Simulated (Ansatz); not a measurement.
Total energies of B₂H₂⁺ (the lowest doublet isomer of a short search) from Ansatz at r2SCAN-D4/def2-TZVP, gas phase (1 Eh = 27.2114 eV = 2625.5 kJ/mol). The reference geometry is relaxed at r2SCAN-D4/def2-TZVP.

```xyz
4

B     0.150    0.578    0.541
B    -0.147   -0.579   -0.541
H    -0.365   -1.420   -1.329
H     0.362    1.421    1.329
```

| state | geometry | energy (Eh) |
| --- | --- | --- |
| charge 1 doublet | reference | -50.40202 |
| charge 0 triplet | reference | -50.73682 |
| charge 1 quartet | relaxed at r2SCAN-D4/def2-TZVP | -50.31008 |

Problem. Work out the vertical electron affinity, to the triplet.

Solution. E(charge 1 doublet) − E(charge 0 triplet) = -50.40202 − (-50.73682) = 0.33480 Eh = 9.11 eV.

Problem. Which of the charge 1 states is lowest, and how far above it are the others?

Solution. The doublet. quartet: -50.31008 − (-50.40202) = 0.09194 Eh = 241.4 kJ/mol.

The structure comes from a short search, and lower isomers may exist.
